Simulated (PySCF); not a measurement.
Species: C4H7FS.
Numbering: `[CH3:1][C@@H:2]1[CH2:3][C@@H:4]([F:5])[S:6]1` (hydrogens: H7, H8, H9 on C1; H10 on C2; H11, H12 on C3; H13 on C4)

Cartesian coordinates in Å at the GFN2-xTB level; atoms count from 1:
```
atom  x, y, z in Å
C1     1.714    0.287   -0.217
C2     0.347    0.632    0.329
C3    -0.521   -0.562    0.752
C4    -1.658   -0.330   -0.239
F5    -2.850   -0.058    0.366
S6    -0.863    1.145   -0.974
H7     2.194    1.176   -0.621
H8     1.634   -0.451   -1.012
H9     2.337   -0.117    0.579
H10    0.417    1.413    1.088
H11   -0.025   -1.521    0.609
H12   -0.878   -0.497    1.780
H13   -1.851   -1.117   -0.973
```

The calculation used PySCF 2.14.0, density-fitted response routines, TDDFT CAM-B3LYP/def2-SVPD, vertical, gas phase, core orbitals frozen in the response.

Frontier orbitals with the atoms that hold most of them (Löwdin shares over 4%, at most four atoms; ? is withheld):

```tsv
orbital	ε (eV)	atoms
HOMO-3	-11.27	F5 23%, C3 20%, C1 14%, C2 12%
HOMO-2	-10.54	S6 19%, F5 18%, C4 16%, C2 15%
HOMO-1	-9.82	?
HOMO	-8.25	?
LUMO	?	S6 57%, C2 11%, C4 10%
LUMO+1	1.31	S6 19%, C1 15%, C3 13%, H11 11%
LUMO+2	1.67	S6 68%, C2 6%, C4 5%
```

(1) Give the leading atoms of the HOMO-1.

(2) Which atoms hold the HOMO, and with what shares?

(3) What is the LUMO energy, and the HOMO–LUMO gap?

Answers

(1) S6 (bonded to 2 C) 48%; C3 (bonded to 2 C and 2 H) 14%; C4 (bonded to C, F, S and H) 11%; C2 (bonded to 2 C, S and H) 11%. By element: sulfur 48%, carbon 36% or more.

(2) S6 (bonded to 2 C) 71%; C2 (bonded to 2 C, S and H) 9%; C4 (bonded to C, F, S and H) 8%. By element: sulfur 71%, carbon 17% or more.

(3) ε(LUMO) = 0.66 eV; the gap is 8.91 eV (0.3275 hartree).

Q: How does S1 compare with the orbital gap of 8.91 eV?

A: S1 is at 4.82 eV (f = 0.0006), 4.09 eV below the gap, made of HOMO→LUMO (88%). 

Q: Give energy, strength and leading configuration of S1 and S3, and follow the Löwdin shares of the leading atoms from the occupied to the empty orbital.

A: 
- S1 (4.82 eV, f 0.0006), HOMO→LUMO (88%): S6 71% → 57%, C2 9% → 11%
- S3 (6.89 eV, f 0.043), HOMO-1→LUMO (87%): S6 48% → 57%, C3 14% → at most 4%, C2 11% → 11%

Time: 2.3 min wall, 66 s CPU; peak memory 0.80 GiB. Hardware: an Intel Xeon at 2.50 GHz with one thread, no GPU, shared host.
